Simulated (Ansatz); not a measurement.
A nudged elastic band was laid between two geometries of BFH2 (4 atoms, charge 0, multiplicity 1).

The calculation used RKS PBE0-D4/def2-TZVP in Ansatz 0.2.0.

```yaml
movable_images: 9
climbing_image: yes
spring: 5.0 eV/Å²
optimiser: quadratic models (default)
start_path: through a guess of the saddle point
force_threshold: 0.05 eV/Å
iteration_limit: 60
end_points: relaxed
```

Initial state:

```xyz
4
Properties=species:S:1:pos:R:3
B 0.307 0.000 0.129
F 0.364 0.000 1.444
H 1.341 0.000 -0.475
H -0.775 0.000 -0.384
```

Final state:

```xyz
4
Properties=species:S:1:pos:R:3
B -0.364 0.001 -0.425
F 1.796 0.000 1.503
H 1.092 0.000 0.862
H -1.287 0.000 -1.226
```

(1) What changes between the two ends?

(2) What energy profile does the band end with?

(3) What is the geometry of the highest image?

## Answers

(1) Bonds broken: B1–F2, B1–H3. Bonds formed: F2–H3. BFH2 becomes BH + FH.

(2) The forces met the threshold. The highest image is number 5 of 0 to 10, 5.16 eV above the first end and 0.15 eV above the last; the last end lies 5.01 eV above the first. Neighbouring images differ by up to 2.0 eV, so the band resolves the path poorly. A vibrational analysis at the climbing image gives one clearly imaginary mode, 198i cm⁻¹: a first-order saddle point. The orbitals stay closed-shell, which can raise the energy where a bond breaks towards radicals; this wasn't checked here.

```
image  path coordinate (Å)  energy (eV)  B1–F2 (Å)  B1–H3 (Å)  F2–H3 (Å)
    0                 0.00         0.00       1.32       1.20       2.15
    1                 0.27         0.38       1.33       1.18       1.90
    2                 0.55         1.67       1.43       1.17       1.63
    3                 0.82         3.62       1.63       1.21       1.41
    4                 1.10         4.93       1.85       1.35       1.20
    5                 1.37         5.16       2.08       1.59       1.00
    6                 1.69         5.14       2.37       1.75       0.97
    7                 2.00         5.11       2.57       1.82       0.96
    8                 2.31         5.07       2.72       1.86       0.96
    9                 2.62         5.03       2.83       1.90       0.95
   10                 2.94         5.01       2.90       1.94       0.95
```

(3) 
```xyz
4
Properties=species:S:1:pos:R:3
B 0.086 0.000 -0.608
F 0.920 0.000 1.297
H 1.332 0.000 0.382
H -1.102 0.000 -0.358
```

Time of the run: 96 s on 1 thread of Arm Neoverse V1, on a shared host, peak memory 0.12 GiB.
